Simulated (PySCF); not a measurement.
Method: PySCF energies plus ideal-gas RRHO corrections (1 bar). 'Table' is the NASA 1993 thermochemical table (part measured, part estimated). All species are closed-shell singlets. The harmonic model lacks anharmonicity and excited electronic states, which grow with temperature; levels with a mode under 35 cm⁻¹ are left out.

Harmonic frequencies at PBE0/def2-TZVP (cm⁻¹): 353, 353, 672, 672, 962, 1048, 1048, 1404, 1469, 1469, 2246, 3052, 3123, 3123, 3485. Point group C3v; S°(298 K) = 246.7 J/mol/K at this level.

Q: Work out Cp and S° of gaseous C3H4 (propyne) at 500, 800, 1200, 1600, 2000 K from these, and set them beside the table.

A: 
```csv
T (K),Cp PBE0/def2-TZVP,Cp table,S° PBE0/def2-TZVP,S° table
500,81.4,82.4,282.8,285.2
800,103.7,105.1,326.3,329.2
1200,122.8,123.6,372.3,375.7
1600,134.3,135.1,409.3,413.0
2000,141.3,142.6,440.1,444.0
```
Units J/mol/K.
